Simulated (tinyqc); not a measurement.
Worked calculation: extended Hueckel theory, for H2O+. The parameters take no account of the charge, which enters only through the electron count. One step of it, computed by the program tinyqc.

Task: Orbitals. Solve H C = S C e through S^(-1/2); fill by pairs from the bottom, a degenerate level sharing its electrons equally; each orbital has its largest coefficient positive (the first on a tie).

H (eV), lower triangle:
```
             1O 2s      1O 2px      1O 2py      1O 2pz       2H 1s       3H 1s
1O 2s   -32.300000
1O 2px    0.000000  -14.800000
1O 2py    0.000000    0.000000  -14.800000
1O 2pz    0.000000    0.000000    0.000000  -14.800000
2H 1s   -20.312785    0.000000   -8.458914   -5.983984  -13.600000
3H 1s   -20.312785    0.000000    8.458914   -5.983984   -5.884302  -13.600000
```

overlap S, lower triangle:
```
           1O 2s    1O 2px     1O 2py    1O 2pz     2H 1s     3H 1s
1O 2s   1.000000
1O 2px  0.000000  1.000000
1O 2py  0.000000  0.000000   1.000000
1O 2pz  0.000000  0.000000   0.000000  1.000000
2H 1s   0.505765  0.000000   0.340399  0.240804  1.000000
3H 1s   0.505765  0.000000  -0.340399  0.240804  0.247240  1.000000
```

valence electrons = 7

Give: orbital energies; occupations; coefficients; sum of one-electron energies.

Result:

orbital energies (eV): -33.3835  -17.2946  -15.3707  -14.8000  3.2088  16.3920

occupations: 2.0000  2.0000  2.0000  1.0000  0.0000  0.0000

coefficients:
```
            MO1      MO2      MO3     MO4      MO5      MO6
1O 2s    0.8519   0.0000  -0.1729  0.0000   0.0000   1.0344
1O 2px   0.0000   0.0000   0.0000  1.0000   0.0000   0.0000
1O 2py   0.0000   0.7046   0.0000  0.0000   0.9738   0.0000
1O 2pz  -0.0298   0.0000   0.9338  0.0000   0.0000   0.5606
2H 1s    0.1346   0.3417   0.1167  0.0000  -0.9181  -0.8804
3H 1s    0.1346  -0.3417   0.1167  0.0000   0.9181  -0.8804
```

sum of one-electron energies = -146.8976 eV
